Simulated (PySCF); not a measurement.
# Al: ionisation energy

Al [Ne] 3s2 3p1 (2P) → Al⁺ [Ne] 3s2 (1S), as a difference of total energies. Calculation: PySCF 2.14, in aug-cc-pV(D+d)Z (5s4p3d, 32 functions); no relativity, point nucleus. Correlated levels: valence: [Ne] frozen. The calculations carry no spin-orbit coupling.

```csv
method,ionisation energy (eV)
UHF,5.599
BP86,6.163
M06-2X,5.763
MP2 (valence),5.758
SCS-MP2 (valence),5.737
CCSD (valence),5.857
CCSD(T) (valence),5.880
```

Problem. How much does correlation contribute at CCSD(T) (valence)?

Solution. 5.880 − (5.599) = 0.281 eV, measured against UHF.

Errors of the correlated levels include the incompleteness of this basis and the frozen core.

For comparison: 5.977 eV (measured; NIST levels, between the centres of gravity of the two terms).
